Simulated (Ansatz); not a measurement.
**AlN₂H (triplet): wave-function methods side by side at a displaced geometry (v2), cc-pVDZ**

The task here is to estimate one member of a computed series from the others.

Program: Ansatz 0.2.0, Gaussian basis. Level of theory: cc-pVDZ, core rule «outside noble gas», up to 7 orbitals frozen. These are calculated values, not measurements.

The runs, in order: UHF; CCSD(T) on ROHF; CCSD(T) on UHF; BCCD(T) on ROHF; CISD; CCSDT(Q) on ROHF; CCSDT(Q) on UHF.

26 further runs of the same task are left out: 6 for a known fault of the program, 12 that didn't finish, 8 set aside as unsound or not needed.

## The system

The geometry is a PBE0/def2-TZVP stationary point (not a proven minimum) with its atoms shifted at random (size 0.100 Å).

4 atoms, charge 0, spin multiplicity 3.

Atoms are counted from 1 here; the program's logs count them from 0.

Bond lengths: Al1–N2 1.877 Å, N2–N3 1.324 Å, N2–H4 0.952 Å. Angles: Al1–N2–N3 126.2°, Al1–N2–H4 118.2°, N3–N2–H4 112.5°.

The first run:

in.yaml

```yaml
crystal:
  periodic: [false, false, false]
  atoms:
    - {symbol: Al, position_ang: [0.063402, -0.073921, 1.199322]}
    - {symbol: N, position_ang: [-0.101473, 0.427144, -0.602205]}
    - {symbol: N, position_ang: [-0.024852, -0.380953, -1.648164]}
    - {symbol: H, position_ang: [0.058256, 1.336894, -0.832715]}
basis:
  gaussian: {orbitals: cc-pVDZ}
magnetization: {spin_polarized: true, initial_magnetization: 2}
hamiltonian: {xc: hf}
output: {orbitals: {seedname: orbitals}}
```

On the command line:

```sh
ansatz run in.yaml --threads 1 --pin off --events-out ev --progress --plain --max-ram 2393MiB
```

Among the steps run: UHF; CCSD(T) on ROHF; CCSD(T) on UHF; BCCD(T) on ROHF; CISD; CCSDT(Q) on ROHF; CCSDT(Q) on UHF.

One of the session's tables, all rows but one given; the rest of the session is left out.

It belongs to the step «Misses and costs». 

| method | from UCCSDT(Q) (kcal/mol) |
| --- | --- |
| ROHF | +232.71 |
| UHF | +226.56 |
| RMP2 | +29.25 |
| UMP2 | +30.72 |
| CISD | +31.29 |
| RCCSD | +8.11 |
| UCCSD | +8.01 |
| RCCSD(T) | +1.36 |
| UCCSD(T) | +1.38 |
| BCCD(T) | +1.27 |
| RCCSDT | +0.69 |
| UCCSDT | +0.66 |
| RCCSDT(Q) | ? |
| UCCSDT(Q) | 0 |

Q: Estimate the row for RCCSDT(Q) from the others.

The run gave: from UCCSDT(Q) (kcal/mol): +0.09. In the column «from UCCSDT(Q) (kcal/mol)» it lies between UCCSDT(Q) (0) and UCCSDT (+0.66).

To keep in mind: Restricted and unrestricted rows rest on different reference determinants; where their highest levels disagree by more than a few hundredths of an eV, they describe different states and don't form one ladder.
